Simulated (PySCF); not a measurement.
Cartesian coordinates in Å; atom numbers follow the order of the lines, from 1:
```xyz
7

C     1.7471   -0.1376    0.0138
C     0.5548   -0.0434    0.0019
C    -0.8985    0.0718   -0.0129
F    -1.4467   -0.6295   -1.0164
F    -1.4489   -0.3792    1.1240
F    -1.2990    1.3434   -0.1618
H     2.7946   -0.2205    0.0243
```

Gas phase, averaged over atoms made equivalent by symmetry, fast rotation or ring inversion, non-relativistic Hamiltonian, a single conformation. Shielding tensors at PBE0/pcSseg-1 (GIAO); structure optimised with GFN2-xTB; PySCF 2.14.

References, each an isolated molecule treated in the same way: 13C, 1H vs TMS; 19F vs CFCl3.

| atoms | nucleus | count | Hirshfeld charge | δ (ppm) |
| --- | --- | --- | --- | --- |
| C1 | 13C | 1 | -0.04 | ? |
| C2 | 13C | 1 | -0.07 | 75.4 |
| F4/F5/F6 | 19F | 3 | -0.09 | ? |
| H7 | 1H | 1 | 0.11 | 2.29 |
| C3 | 13C | 1 | 0.27 | 122.8 |

Fill in the missing shifts.

Results:


- C1: 84.2 ppm, terminal alkyne carbon; the triple bond shields along its axis, which puts it between sp3 and sp2 carbons
- F4/F5/F6: -63.1 ppm, fluorine of a CF3 group

Shifts are as computed. Against solution values, carbons near 30 ppm lie about +3 ppm off and those near 130 ppm about +5 ppm. Of 1211 compounds with measured shifts, 218 miss one by over three times the rms of a fit or turn the order of signals round; such compounds aren't used in these exercises. Unscaled 19F shifts against computed CFCl3 carry errors that often reach 10 to 50 ppm.
